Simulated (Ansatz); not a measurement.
The input, for Ansatz 0.2.0:

```yaml
crystal:
  periodic: [false, false, false]
  atoms:
    - {symbol: C, position_ang: [0.000000, 0.000000, 0.000000]}
    - {symbol: Ga, position_ang: [0.000000, 0.000000, 1.887000]}
basis:
  gaussian: {orbitals: aug-cc-pVTZ}
magnetization: {spin_polarized: true, initial_magnetization: 1}
correlation: {method: ccsdt_q, electrons: outside_noble_gas}
```

```sh
$ ansatz run in.yaml --threads 2 --pin off --events-out ev --progress --plain --max-ram 23808MiB --backend cuda --devices 0, --max-vram 18GiB
```

The program prints:

```
1172 factors; integrals over basis functions are off by at most 1.6e-7 eV
mean field evaluation 1: about -53357.6309 eV, gradient 1.5e1 eV
mean field evaluation 2: about -53357.6726 eV, gradient 1.5e1 eV
mean field evaluation 4: about -53359.5849 eV, gradient 1.9e0 eV
mean field evaluation 8: about -53359.7896 eV, gradient 8.3e-1 eV
mean field evaluation 16: about -53360.8114 eV, gradient 1.6e-1 eV
mean field evaluation 32: about -53359.6378 eV, gradient 7.1e-1 eV
mean field evaluation 64: about -53359.6748 eV, gradient 6.9e-1 eV
mean field evaluation 96: about -53361.5998 eV, gradient 5.7e-1 eV
mean field evaluation 128: about -53360.8117 eV, gradient 1.5e-6 eV
mean field evaluation 160: about -53361.4355 eV, gradient 5.3e-2 eV
...
cycle  27  -5.20995887 eV  change    2.6e-6 eV  update   2.8e-6
cycle  28  -5.20995678 eV  change    2.1e-6 eV  update   1.8e-6
cycle  29  -5.20995695 eV  change   -1.7e-7 eV  update   1.4e-6
cycle  30  -5.20995827 eV  change   -1.3e-6 eV  update   7.8e-7
cycle  31  -5.20995957 eV  change   -1.3e-6 eV  update   4.5e-7
cycle  32  -5.20996080 eV  change   -1.2e-6 eV  update   3.3e-7
cycle  33  -5.20996145 eV  change   -6.5e-7 eV  update   2.0e-7
cycle  34  -5.20996173 eV  change   -2.8e-7 eV  update   1.6e-7
cycle  35  -5.20996184 eV  change   -1.1e-7 eV  update   1.2e-7
cycle  36  -5.20996189 eV  change   -4.8e-8 eV  update   9.9e-8
perturbative correction -0.23511899 eV, -0.0086404636 hartree
WARN: in the space of 8 natural orbitals, full CI finds another state of this spin 0.114 eV below this run's state, or below the method's energy where it doesn't find this run's state
WARN: the results are in doubt because among natural orbitals full CI differs from the method by +1.441 eV
Total energy: -53366.97685984 eV, -1961.2002261632 hartree
In doubt: among natural orbitals full CI differs from the method by +1.441 eV
```

Ran on 2 threads of AMD EPYC 7R13 with a shared H100 80 GB, shared host: 18 s wall, 0.88 GiB peak host memory.
